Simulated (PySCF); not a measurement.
# Beryllium: a sound run and one with changed settings

Sound run: Be [He] 2s2, Be+ [He] 2s1. Calculation: PySCF 2.14, in aug-cc-pVDZ-DK; scalar relativity by spin-free X2C-1e. In the sound run the correlated levels freeze 1s2. The sound run starts from symmetry-adapted Hartree-Fock orbitals and uses a fine grid where one is needed.

Changed run: basis STO-3G, all-electron and non-relativistic. This setting is unsound on purpose.

| species | method | sound run (hartree) | changed run (hartree) | converged |
| --- | --- | --- | --- | --- |
| Be | UHF | -14.57489 | -14.35188 | yes |
| Be | PBE | -14.63034 | -14.40592 | yes |
| Be | M06-L | -14.66346 | -14.43061 | yes |
| Be | MP2 | -14.60066 | -14.37567 | yes |
| Be | CCSD(T) | -14.61939 | -14.40333 | yes |
| Be+ | UHF | -14.27811 | -14.09784 | yes |
| Be+ | PBE | -14.29809 | -14.11224 | yes |
| Be+ | M06-L | -14.33604 | -14.13891 | yes |

Ionisation energy of Be:

```json
{"method": "UHF", "sound run (eV)": "8.076", "changed run (eV)": "6.913"}
{"method": "PBE", "sound run (eV)": "9.041", "changed run (eV)": "7.991"}
{"method": "M06-L", "sound run (eV)": "8.910", "changed run (eV)": "7.937"}
{"method": "MP2", "sound run (eV)": "8.777", "changed run (eV)": "7.560"}
{"method": "SCS-MP2", "sound run (eV)": "8.917", "changed run (eV)": "7.690"}
{"method": "CCSD", "sound run (eV)": "9.287", "changed run (eV)": "8.313"}
{"method": "CCSD(T)", "sound run (eV)": "9.287", "changed run (eV)": "8.313"}
{"method": "CCSDT", "sound run (eV)": "9.287", "changed run (eV)": "8.313"}
{"method": "FCI", "sound run (eV)": "9.287", "changed run (eV)": "8.313"}
```

A minimal basis cannot let orbitals breathe on ionisation and holds almost no correlation. The Hamiltonian changed with the basis, so the totals do not compare.

For comparison, NIST gives 9.323 eV between the lowest levels.
